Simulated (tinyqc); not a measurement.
Pariser-Parr-Pople SCF with singles CI, for the molecule O=CC=O (SMILES; centres numbered as the heavy atoms are written), step by step. One step of it, computed by the program tinyqc.

Problem. PPP integrals. Ohno: gamma = 14.399645/sqrt(R^2 + a^2), a = 2 x 14.399645/(gamma_rr + gamma_ss); H_rr = -W_r - sum_(s != r) z_s gamma_rs; H_rs = beta for bonds.

Centres (angstrom, eV; a flat drawing with bonds scaled to 1.40 angstrom):
```
centre          x          y  core charge z          W   gamma_rr
1O       1.848000  -0.127000              1  15.950000  15.050000
2C       0.559000   0.421000              1  11.590000   9.600000
3C      -0.559000  -0.421000              1  11.590000   9.600000
4O      -1.848000   0.127000              1  15.950000  15.050000
```

Resonance integrals (eV):
```
i  j       beta
1  2  -2.710000
2  3  -2.690000
3  4  -2.710000
```

Give: repulsion gamma_rs; core matrix H.

Solution.

repulsion gamma_rs (eV), lower triangle:
```
         1O      2C      3C       4O
1O  15.0500
2C   7.8947  9.6000
3C   5.3497  7.0190  9.6000
4O   3.7634  5.3497  7.8947  15.0500
```

core matrix H (eV), lower triangle:
```
          1O        2C        3C        4O
1O  -32.9578
2C   -2.7100  -31.8534
3C    0.0000   -2.6900  -31.8534
4O    0.0000    0.0000   -2.7100  -32.9578
```
